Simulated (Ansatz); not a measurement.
TiN (rock salt): values from a third-order Birch-Murnaghan fit to a volume scan beside measured ones. Computed values: r2SCAN (plane waves to 500 eV, PAW, scalar-relativistic; Ansatz, a quantum-chemistry and plane-wave program). The PAW data are Ansatz's earlier set. TiN is run without spin polarisation. TiN was relaxed with its symmetry unable to fall.

| quantity | reference | kind |
|---|---|---|
| Lattice constant a (Å) | 4.239 | measured, room temperature or unstated |
| Bulk modulus B₀ (GPa) | 288 | measured, room temperature or unstated |

References as given in: Guo-Xu Zhang, Anthony M Reilly, Alexandre Tkatchenko et al., New Journal of Physics (2018), doi:10.1088/1367-2630/aac7f0; V. Krasnenko, M.G. Brik, Solid State Sciences (2013), arXiv:1306.3139. Values not taken to low temperature hold thermal and zero-point shifts that a static calculation lacks, so small differences there are no errors of the method.

### Question
What does r2SCAN give, and how far is that from the reference?

### Answer
```json
[
 {"quantity": "Lattice constant a (Å)", "r2SCAN": "4.233", "difference": "-0.1 %"},
 {"quantity": "Bulk modulus B₀ (GPa)", "r2SCAN": "295", "difference": "+2.4 %"}
]
```



(A scan under strain: stresses follow from slopes of the energy per volume, elastic moduli from its curvatures.)
